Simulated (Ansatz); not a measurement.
Isolated molecules relaxed with PBE0-D4/def2-TZVP in Ansatz; ΔE leaves out vibrations. CBS: MP2 limit from def2 TZ/QZ plus the TZ coupled-cluster correction, frozen cores. This one scheme is used for every species, atoms too. DFT in def2-TZVPP. B3LYP here is the variant with VWN-RPA as its local correlation; programs differ in this. Open shells (•) are unrestricted, without spin–orbit coupling. Spin–orbit coupling would lower the free atoms: a little for Cl. For Mg outer-core shells are correlated without core-valence functions, so the limit isn't a true one: a few kJ/mol of doubt a bond, and 10 to 20 or more in all where bonds break to atoms.

Consider the homolysis of the Cl–Mg bond: `[Cl][Mg][Cl]` → Cl• + `[Mg][Cl]`•.

```csv
level,ΔE (kcal/mol),difference from CCSD(T)/CBS
BLYP-D4,105.6,-9.1
B3LYP-D4,106.8,-7.9
r2SCAN0-D4,108.3,-6.4
BHLYP-D4,105.6,-9.1
BLYP,104.9,-9.8
r2SCANh,109.1,-5.6
BHLYP,105.1,-9.6
CAM-B3LYP,107.7,-7.0
LC-ωPBE,108.1,-6.6
HF/def2-SVP,85.5,-29.2
MP2/def2-TZVPP,110.5,-4.2
HF/def2-QZVPP,84.8,-29.9
MP2/def2-QZVPP,115.0,0.3
SCS-MP2/def2-QZVPP,113.3,-1.4
CCSD/def2-QZVPP,109.8,-4.9
HF/CBS(def2),84.8,-29.9
CCSD(T)/CBS,114.7,0
```

Largest T1 diagnostic among the species: 0.009.

In def2-TZVPP, CCSD(T) changes the Hartree–Fock value by +22.7 kcal/mol (the triples alone add +1.7 kcal/mol) and MP2 by +26.1 kcal/mol; breaking electron pairs costs correlation energy, which Hartree–Fock lacks. Leaving LDA and LC-ωPBE aside and taking each functional with its dispersion term where it has one, the values, not all of them listed here, spread over 7.7 kcal/mol, from revPBE-D4 to ωB97M-V. LDA lies +10.4 kcal/mol from PBE without D4, its usual overbinding. From r2SCAN to r2SCAN0 (25 % exact exchange), in def2-TZVPP and without D4, ΔE moves by −1.6 kcal/mol: exact exchange takes away binding that semilocal exchange gives to molecules.

CCSD(T)/CBS has its own doubt, a few kJ/mol and more with outer-core shells, so smaller differences from it don't rank the levels.
